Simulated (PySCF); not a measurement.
1,1-difluoro-2-methylpropane, C₄H₈F₂.
Numbering: `[CH3:1][CH:2]([CH3:3])[CH:4]([F:5])[F:6]` (hydrogens: H7, H8, H9 on C1; H10 on C2; H11, H12, H13 on C3; H14 on C4)

Level of theory: PySCF 2.14.0, PBE0-D3(BJ)/def2-SVP geometry optimisation, gas phase.

Task: List the bond lengths, angles and torsions at this level.

Result: 
```csv
bond,length (Å)
"C1–C2, C2–C3",1.523
C2–C4,1.515
"C4–F5, C4–F6",1.355
C1–H7 and 5 like bonds,1.100
C2–H10,1.104
C4–H14,1.106
```

Bonds in one row agree within 0.01 Å and their mean is given. A selection of angles:
```csv
angle,degrees
C2–C1–H7,110.6
H7–C1–H8,108.3
C1–C2–C3,112.6
C1–C2–C4,110.9
C1–C2–H10,108.9
C3–C2–C4,110.1
C4–C2–H10,105.2
C2–C4–F5,110.5
C2–C4–H14,112.5
F5–C4–F6,107.3
F5–C4–H14,107.7
```

Torsions: C1–C2–C4–F5 -61° (synclinal). The mirror-image conformer, all signs reversed, is as good.

Of the pairs four or more bonds apart, F6···H8 is among the closest relative to their van der Waals radii: 2.53 Å, 95 % of the sum of Bondi's values.

Point group: C1 (no symmetry element, even within 0.4 Å). Not checked by PBE0-D3(BJ)/def2-SVP frequencies. One conformer, not necessarily the lowest.

On Arm Neoverse V2, one thread, no GPU, shared host with 96 logical CPUs at a one-minute load of 37, this took 45 s of wall time and 0.50 GiB of memory at its peak. That covers the optimisation of the geometry.
